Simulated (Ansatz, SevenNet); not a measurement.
For 2H MoTe₂, the machine-learned potential SevenNet-l3i5 (trained on PBE and PBE+U data) gives:

| Quantity | Value |
|---|---|
| lattice constant a | 3.559 Å |
| lattice parameter c | 15.237 Å |
| elastic constant C11 | 84.7 GPa |
| elastic constant C44 | 1.53 GPa |
| polycrystal shear modulus | 7.80 GPa |
| formation enthalpy | -0.309 eV/atom |

### Question
What does r²SCAN in Ansatz (plane waves, PAW) give for the same quantities?

### Answer

- lattice constant a: 3.563 Å (increases by 0.1 %)
- lattice parameter c: 14.731 Å (falls by 3.3 %)
- elastic constant C11: 118 GPa (goes up by 39 %)
- elastic constant C44: 9.47 GPa (increases by 520 %)
- Voigt–Reuss–Hill shear modulus: 21.0 GPa (grows by 170 %)
- formation enthalpy: -0.304 eV/atom (moves by +0.005 eV/atom)

For comparison: lattice constant a 3.518 Å (measured, 300 K, not corrected to a static lattice; as tabulated in arXiv:1605.07067); lattice parameter c 13.974 Å (measured, 300 K, not corrected to a static lattice; as tabulated in arXiv:1605.07067).

Changes are worked out from the printed values.

Unless a cell is named, each level is at its own relaxed cell (SevenNet-l3i5 27.86, r²SCAN 27.00 Å³/atom).

Levels without +SOC leave out spin–orbit coupling, which shifts energies and cells of such heavy elements.

Caveats: an element that serves as reference has a cell well above its measured volume (r²SCAN); for a layered or molecular solid the relaxed cell lies over 5 % above the published volume, where the minimum can be shallow (r²SCAN); the cell comes from a level without a dispersion term, which matters for the spacing of layers, chains or molecules (r²SCAN). Ansatz's density-functional and Hartree–Fock values are scalar-relativistic unless marked +SOC, with PAW data made under PBE.

Ansatz is an electronic-structure program.
